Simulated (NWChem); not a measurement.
# N$_{2}$H cation; SMILES [NH+]#N

```xyz
3

N      0.0000     0.0000     0.6578
N      0.0000     0.0000    -0.4350
H      0.0000     0.0000    -1.4794
```
Atoms are numbered in this order, from 1.

All runs: NWChem. Geometry optimised at PBE0/def2-SVP; all other runs use it. Pople sets run with spherical d functions. Vzz has the sign of the potential's second derivative.

| quantity | level | value |
|---|---|---|
| cavity-dispersion-structure term (kcal/mol) in toluene | PBE0/def2-SVP, SMD | [?] |
| charge (e), Mulliken N1 | Hartree-Fock/6-31G* | 0.33 |
| Vzz N2 (a.u.) | PBE0/def2-SVP | -0.101 |
| isotropic polarisability (bohr³) at 589 nm | B3LYP/def2-SVPD | [?] |
| vertical, lowest state with f > 0.02, singlet (eV) | B3LYP/6-31+G*, TDA | 10.47 |
| J(14N atom 1, 1H atom 3) (Hz) | PBE/pcJ-1 | 1.2 |
| highest harmonic frequency (cm⁻¹) | PBE0/def2-SVP | [?] |

What belongs in the gaps?


- cavity-dispersion-structure term (kcal/mol) in toluene, value: 3.2
- isotropic polarisability (bohr³) at 589 nm, value: 10.0
- highest harmonic frequency (cm⁻¹), value: 3411
